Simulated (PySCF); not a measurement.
Species: C₄H₃FO.
SMILES with atom numbers: `[F:1][c:2]1[cH:3][cH:4][o:5][cH:6]1` (hydrogens: H7 on C3; H8 on C4; H9 on C6)

Geometry (PBE0-D3(BJ)/def2-SVP, Å), atoms numbered from 1 in this order:
```
atom  x, y, z in Å
F1     2.0844    0.5439   -0.8039
C2     0.9086    0.1555   -0.3438
C3    -0.1973    1.0080   -0.0613
C4    -1.1713    0.1663    0.3892
O5    -0.7401   -1.1066    0.3961
C6     0.5344   -1.1224   -0.0515
H7    -0.2478    2.0873   -0.1800
H8    -2.1903    0.3316    0.7295
H9     1.0396   -2.0811   -0.1104
```

Theory: MP2 and CCSD/aug-cc-pVDZ in PySCF, restricted Hartree–Fock reference, 6 core orbitals frozen, non-relativistic, gas phase, PBE0-D3(BJ)/def2-SVP geometry.

E(HF) = -327.50867 Eh.

How large is the problem?

165 basis functions and 44 electrons; 6 orbitals frozen, which leaves o = 16 correlated occupied and v = 143 virtual orbitals. That is o·v = 2288 singles and o·v(o·v + 1)/2 = 2618616 distinct closed-shell doubles amplitudes before symmetry; the costliest CCSD step grows as o²v⁴ = 1.1 × 10^11.

What are the MP2 and CCSD correlation energies?

MP2 -0.9293 Eh and CCSD -0.9512 Eh, which gives totals of -328.43793 and -328.45991 Eh. That is 0.809 eV for each correlated electron at CCSD (2497 kJ/mol in all, 0.290 % of the total energy); MP2 gives 97.7 % of the CCSD value.

What is the T1 diagnostic?

0.0138, below the customary warning level of 0.02. It is the norm of the spatial-orbital singles amplitudes over the root of the number of correlated electrons, so the norm is 0.078.

How does correlation change the dipole moment?

HF gives 1.27 D and CCSD (unrelaxed density) 1.08 D, a change of -0.19 D.

No triples correction and no basis-set extrapolation were made.
